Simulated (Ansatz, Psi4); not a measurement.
# Heat of formation of C2H6S2 (1,2-ethanedithiol) from total energies

C2H6S2 has 10 atoms, charge 0, and is taken as a singlet. As SMILES, `SCCS`. The shape is that of a PBE0-D4/def2-TZVP optimisation. This is one conformer, not always the lowest.

Total energies at CAM-B3LYP/cc-pVDZ (Psi4 1.11); the atoms run unrestricted:

| species | state | energy (Eh) |
| --- | --- | --- |
| C2H6S2 | singlet | -876.170575 |
| S | triplet | -398.119204 |
| C | triplet | -37.829365 |
| H | doublet | -0.497894 |

Harmonic wavenumbers at PBE0-D4/def2-TZVP, in cm⁻¹: 107, 196, 226, 236, 306, 698, 726, 742, 827, 899, 1046, 1088, 1166, 1243, 1300, 1315, 1460, 1466, 2706, 2706, 3076, 3086, 3123, 3147.

Measured heats of formation of the gaseous atoms at 298.15 K, in kJ/mol: S 277.0, C 716.9, H 218.0. Spin-orbit lowering of the atoms at 298 K (mean of the ground term's levels less their thermal mean, from spectra), in kJ/mol: S 1.88, C 0.02. Take 1 Eh = 2625.50 kJ/mol, 1 cm⁻¹ = 0.0119627 kJ/mol, RT = 2.479 kJ/mol.

Question: Work out the heat of formation of the gas at 298 K.

Answer: 
1. Electronic atomisation energy: 2 × (-398.119204) + 2 × (-37.829365) + 6 × (-0.497894) − (-876.170575) = 1.286073 Eh = 3376.6 kJ/mol.
2. Zero-point energy: half the sum of the wavenumbers, 16445.5 cm⁻¹ = 196.7 kJ/mol.
3. Thermal vibrational enthalpy, Σ hcν̃/(exp(hcν̃/kT) − 1): 8.6 kJ/mol. Translation, rotation and pV of a non-linear molecule: 4 RT = 9.9 kJ/mol.
4. The 10 free atoms carry 5/2 RT each: 62.0 kJ/mol.
5. Spin-orbit coupling lowers the free atoms by 2 × 1.88 + 2 × 0.02 = 3.8 kJ/mol.
6. Atomisation enthalpy at 298 K: 3376.6 − 3.8 − 196.7 − 8.6 − 9.9 + 62.0 = 3219.6 kJ/mol.
7. Sum of the atoms' heats of formation: 3295.8 kJ/mol. Heat of formation: 3295.8 − 3219.6 = +76.2 kJ/mol.

The tabulated value is -9.7 kJ/mol (CRC Handbook of Chemistry and Physics), so this level is off by +85.9 kJ/mol, or 2.6 % of the atomisation enthalpy that the table implies (3305.4 kJ/mol). Anharmonicity and any spin-orbit splitting of the molecule are left out.
